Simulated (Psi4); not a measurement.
**A workflow on H3PO (SMILES O=[PH3])**

Aim: a geometry optimisation (BP86-D3(BJ)/def2-SVP), then the harmonic vibrations, then a single-point energy (MP2-F12/cc-pVDZ-F12) of H3PO. 

Program for the calculation: Psi4 1.11.

### Step 1. The structure to begin with

H3PO: 5 atoms, total charge 0, spin state singlet. SMILES: `O=[PH3]`. The shape is that of a GFN2-xTB optimisation. The run starts from this shape.

Bond lengths: O1–P2 1.453 Å, P2–H3 1.388 Å, P2–H4 1.387 Å, P2–H5 1.387 Å. Angles: O1–P2–H3 115.2°, O1–P2–H4 115.3°, O1–P2–H5 115.2°, H3–P2–H4 103.2°, H3–P2–H5 103.0°, H4–P2–H5 103.2°.

### Step 2. A geometry optimisation at BP86-D3(BJ)/def2-SVP (density fitting) (run 1)

The input, calc.in:

```
memory 1.6 GB

molecule mol {
  0 1
  O     -1.381960    -0.328270     0.532950
  P     -0.058510    -0.014650     0.022530
  H      0.807060     0.564860     0.939400
  H      0.663660    -1.098320    -0.454890
  H     -0.030250     0.876380    -1.039990
  symmetry c1
}

set {
  basis def2-SVP
  geom_maxiter 60
}

e, wfn = optimize('bp86-d3bj2b', return_wfn=True)
print_variables()
```

The run is started by

```console
$ psi4 -n 1 calc.in calc.out
```

calc.out:

```text
[...]
  Running in c1 symmetry.
[...]
  Nuclear repulsion =   66.903001425581039
[...]
  Multiplicity = 1
[...]
  Nalpha       = 13
  Nbeta        = 13
[...]
    Number of basis functions: 47
[...]
   @DF-RKS iter   1:  -417.98706176329455    1.93849e-01   1.60852e-02 DIIS/ADIIS
[...]
   @DF-RKS iter   6:  -418.23201734976516   -1.59162e-12   1.57171e-09 DIIS
[...]
    Orbital Energies [Eh]
    ---------------------
    Doubly Occupied:
       1A    -76.432993     2A    -18.739948     3A     -6.394341
       4A     -4.615438     5A     -4.615438     6A     -4.614971
       7A     -0.869519     8A     -0.588047     9A     -0.396396
      10A     -0.396392    11A     -0.336263    12A     -0.240283
      13A     -0.240283
[...]
  @DF-RKS Final Energy:  -418.23201734976516
   => Energetics <=
    Nuclear Repulsion Energy =             64.3382429411045393
    One-Electron Energy =                -704.6945599360680035
    Two-Electron Energy =                 255.1112283350211953
    DFT Exchange-Correlation Energy =     -32.9833732149162202
    Empirical Dispersion Energy =          -0.0035554749067191
    VV10 Nonlocal Energy =                  0.0000000000000000
    Total Energy =                       -418.2320173497651581
[...]
  -Total Gradient:
     Atom            X                  Y                   Z
    ------   -----------------  -----------------  -----------------
       1       -0.000009678132    -0.000002270846     0.000003528140
       2        0.000020624413     0.000006602526    -0.000010134101
       3        0.000006193205    -0.000001312165    -0.000008403401
       4        0.000005767809     0.000001840424    -0.000000297739
       5        0.000004834691     0.000000231840     0.000002950428
[...]
```

On the terminal:

```text
Optimizer: Optimization complete!
```

Wall time 12 s (1 thread of Intel Xeon 6975P-C (Granite Rapids), shared host); peak memory 0.38 GiB.

Step by step:

```
step  energy from the first frame kept (eV)  largest force (eV/Å)
   0                                 0.0000                3.8823
   1                                -0.2250                0.8592
   2                                -0.2414                0.1502
   3                                -0.2446                0.1691
   4                                -0.2451                0.0813
   5                                -0.2451                0.0219
   6                                -0.2452                0.0012
```

After the run. Bond lengths: O1–P2 1.508 Å, P2–H3 1.445 Å, P2–H4 1.445 Å, P2–H5 1.445 Å. Angles: O1–P2–H3 118.0°, O1–P2–H4 118.0°, O1–P2–H5 118.0°, H3–P2–H4 99.7°, H3–P2–H5 99.7°, H4–P2–H5 99.7°.

### Step 3. The harmonic vibrations at BP86-D3(BJ)/def2-SVP (density fitting) (run 2)

The input, job.inp:

```
memory 1600 MB

molecule mol {
  O     -2.68490209    -0.63847799     1.03541685
  P     -0.08949365    -0.02216838     0.03446105
  H      1.70770015     1.11850244     1.74340652
  H      1.43280547    -2.07105479    -0.93316188
  H      0.09844528     1.71892890    -2.05951991
  units bohr
}

set basis def2-SVP
set t 600.0
set rotational_symmetry_number 3

E, wfn = frequencies("bp86-d3(bj)", return_wfn=True)
```

The run is started by

```console
$ psi4 -i job.inp -o job.out -n 1
```

job.out:

```text
[...]
  Running in c1 symmetry.
[...]
  Nuclear repulsion =   64.338254921547048
[...]
  Multiplicity = 1
[...]
  Nalpha       = 13
  Nbeta        = 13
[...]
    Number of basis functions: 47
[...]
   @DF-RKS iter   1:  -418.00227775504214    5.73769e-02   1.57271e-02 DIIS/ADIIS
[...]
   @DF-RKS iter  11:  -418.23201615646650   -1.53477e-12   3.33787e-09 DIIS
[...]
  @DF-RKS Final Energy:  -418.23201615646650
   => Energetics <=
    Nuclear Repulsion Energy =             64.3348763237788575
    One-Electron Energy =                -704.6877765251041410
    Two-Electron Energy =                 255.1076115380809597
    DFT Exchange-Correlation Energy =     -32.9831720677409308
    Empirical Dispersion Energy =          -0.0035554254812371
    VV10 Nonlocal Energy =                  0.0000000000000000
    Total Energy =                       -418.2320161564665000
[...]
  -Total Gradient:
     Atom            X                  Y                   Z
    ------   -----------------  -----------------  -----------------
       1       -0.000003416939    -0.000034021793     0.000012909286
       2        0.000102136601    -0.000373188263     0.000225795496
       3        0.000026536428    -0.000068447393     0.000013407560
       4       -0.000108394158     0.000163511730     0.000141385805
       5        0.000005503689     0.000321519205    -0.000404718177
[...]
  ==> Harmonic Vibrational Analysis <==
[...]
  Freq [cm^-1]                 806.7295            807.8181           1074.8464
[...]
  IR activ [km/mol]            20.9746             21.1816             33.8101
[...]
  Freq [cm^-1]                1076.4606           1116.6449           1237.4003
[...]
  IR activ [km/mol]            33.6555              0.8390             150.8705
[...]
  Freq [cm^-1]                2258.7280           2259.0410           2284.5978
[...]
```

Wall time 42 s (1 thread of Intel Xeon 6975P-C (Granite Rapids), shared host); peak memory 0.37 GiB.

### Step 4. A single-point energy at MP2-F12/cc-pVDZ-F12 (density fitting, density fitting for correlation) (run 3)

The input, h3op.dat:

```
memory 1.6 GB

molecule {
  0 1
  O     -1.420789    -0.337868     0.547919
  P     -0.047358    -0.011731     0.018236
  H      0.903676     0.591886     0.922571
  H      0.758208    -1.095955    -0.493808
  H      0.052095     0.909618    -1.089851
  units angstrom
}

set {
  basis       cc-pVDZ-F12
  freeze_core true
}

result, w = energy('mp2-f12', return_wfn=True)
```

The run is started by

```console
$ psi4 -n 1 h3op.dat h3op.out
```

h3op.out:

```text
[...]
  Running in c1 symmetry.
[...]
  Nuclear repulsion =   64.338254891918069
[...]
  Multiplicity = 1
[...]
  Nalpha       = 13
  Nbeta        = 13
[...]
    Number of basis functions: 96
[...]
   @DF-RHF iter   1:  -417.23208255323181   -3.49003e-01   6.00156e-03 DIIS/ADIIS
[...]
   @DF-RHF iter  11:  -417.38854932714855   -1.36424e-12   1.91337e-09 DIIS
[...]
    Orbital Energies [Eh]
    ---------------------
    Doubly Occupied:
       1A    -80.045598     2A    -20.520005     3A     -7.575347
       4A     -5.472017     5A     -5.472017     6A     -5.470638
       7A     -1.295906     8A     -0.858472     9A     -0.599373
      10A     -0.599370    11A     -0.564212    12A     -0.445984
      13A     -0.445984
[...]
  @DF-RHF Final Energy:  -417.38854932714855
   => Energetics <=
    Nuclear Repulsion Energy =             64.3382548919180692
    One-Electron Energy =                -704.7237625399019407
    Two-Electron Energy =                 222.9969583208353754
    Total Energy =                       -417.3885493271485529
[...]
 Multipole Moments:
 ------------------------------------------------------------------------------------
     Multipole            Electronic (a.u.)      Nuclear  (a.u.)        Total (a.u.)
 ------------------------------------------------------------------------------------
 L = 1.  Multiply by 2.5417464519 to convert [e a0] to [Debye]
 Dipole X            :         -0.9517544            2.4960633            1.5443089
 Dipole Y            :         -0.2260048            0.5927197            0.3667149
 Dipole Z            :          0.3670367           -0.9626267           -0.5955900
 Magnitude           :                                                    1.6953162
[...]
```

It took 17 s on 1 thread of Intel Xeon 6975P-C (Granite Rapids), shared host; peak memory 1.5 GiB.

### Step 5. Outcome

| quantity | value |
| --- | --- |
| run 1, BP86-D3(BJ)/def2-SVP: total energy at the end | -418.23202 Eh |
| run 1, BP86-D3(BJ)/def2-SVP: dipole moment | 3.31 D |
| run 1, BP86-D3(BJ)/def2-SVP: HOMO energy | -6.54 eV |
| run 1, BP86-D3(BJ)/def2-SVP: LUMO energy | -0.30 eV |
| run 1, BP86-D3(BJ)/def2-SVP: HOMO–LUMO gap | 6.24 eV |
| run 1, BP86-D3(BJ)/def2-SVP: dispersion energy | -9.33 kJ/mol |
| run 2, BP86-D3(BJ)/def2-SVP: lowest harmonic wavenumber | 807 cm⁻¹ |
| run 2, BP86-D3(BJ)/def2-SVP: highest harmonic wavenumber | 2285 cm⁻¹ |
| run 2, BP86-D3(BJ)/def2-SVP: zero-point energy | 77.3 kJ/mol |
| run 2, BP86-D3(BJ)/def2-SVP: ideal-gas entropy at 600 K (symmetry number 3 as used) | 65.2 cal/(mol K) |
| run 3, MP2-F12/cc-pVDZ-F12: total energy | -417.86388 Eh |
| run 3, MP2-F12/cc-pVDZ-F12: HOMO energy (Hartree–Fock orbitals) | -12.14 eV |
| run 3, MP2-F12/cc-pVDZ-F12: LUMO energy (Hartree–Fock orbitals) | 1.20 eV |
| run 3, MP2-F12/cc-pVDZ-F12: HOMO–LUMO gap (Hartree–Fock orbitals) | 13.34 eV |
| run 3, MP2-F12/cc-pVDZ-F12: correlation energy (6 core orbitals frozen) | -464.9 mEh |

The optimisation (run 1, BP86-D3(BJ)/def2-SVP) took 7 steps and changed the energy by -0.245 eV. All 9 modes (run 2, BP86-D3(BJ)/def2-SVP) are real, so the shape is a minimum at this level.
